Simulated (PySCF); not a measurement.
tert-butyl cation (C₄H₉), SMILES C[C+](C)C, charge +1.

Geometry optimised at PBE-D3(BJ)/def2-SVP. A frequency run showed that this geometry is not a minimum.

All values below come from PBE/def2-TZVP run with PySCF.

Isolated molecule, no solvent.

Computed frontier levels, gap, dipole moment and polarisability:
```yaml
highest_occupied_level: -14.67 eV
lowest_empty_level: -9.55 eV
orbital_gap: 5.12 eV
dipole_moment_about_the_centre_of_nuclear_charge: 0.00 D
mean_static_polarisability: 48.7 bohr³ (7.22 Å³)
polarisability_principal_values: 37.2, 54.5, 54.5 bohr³
```
